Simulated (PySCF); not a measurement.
CH₃, SMILES [CH3], multiplicity 2.

Geometry: TPSSh-D3(BJ)/def2-TZVPD. The isomer is the one that the SMILES or the coordinates give; other isomers of the formula were not compared.

Level of theory: TPSSh-D3(BJ)/def2-TZVPD (PySCF).

Harmonic, unscaled wavenumbers; measured fundamentals usually lie a few per cent lower.

Modes within 1.5 cm⁻¹ of each other (mostly degenerate sets) share a row, with their intensities summed.

```
mode  ν (cm⁻¹)  IR (km/mol)  moving atoms (share of kinetic energy)
----  --------  -----------  --------------------------------------
1          507         73.2                          H 80 %, C 20 %
2–3       1420          3.2                           H 91 %, C 9 %
4         3103          0.0                                 H 100 %
5–6       3279         13.5                          H 89 %, C 11 %
```
